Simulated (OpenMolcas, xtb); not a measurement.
BCl (SMILES [B]Cl): methods side by side

BCl has 2 atoms, charge 0, and is taken as a singlet. SMILES: `[B]Cl`. Geometry: relaxed at PBE0-D4/def2-TZVP.

```
atom   x (Å)   y (Å)    z (Å)
   B  0.0000  0.0000  -0.0697
  Cl  0.0000  0.0000   1.6482
```

Each level gives the dipole moment (D). The values are calculated.

```csv
level,kind,program,value (D),CPU time
GFN0-xTB,semi-empirical,xtb,0.21,under 2 s
HF/def2-TZVPPD,Hartree–Fock,OpenMolcas,1.45,5.1 s
SVWN5/def2-TZVPPD,LDA,OpenMolcas,1.73,9.4 s
BLYP/def2-TZVPPD,GGA,OpenMolcas,1.67,11 s
M06-L/def2-TZVPPD,meta-GGA,OpenMolcas,1.71,16 s
B3LYP/def2-TZVPPD,global hybrid,OpenMolcas,1.60,12 s
```

The values span 0.21 to 1.73 D. Magnitudes only: a small dipole may point the other way at some levels. CPU times are rough (shared hosts, several kinds of processor): they show what a rung costs within a factor of a few.
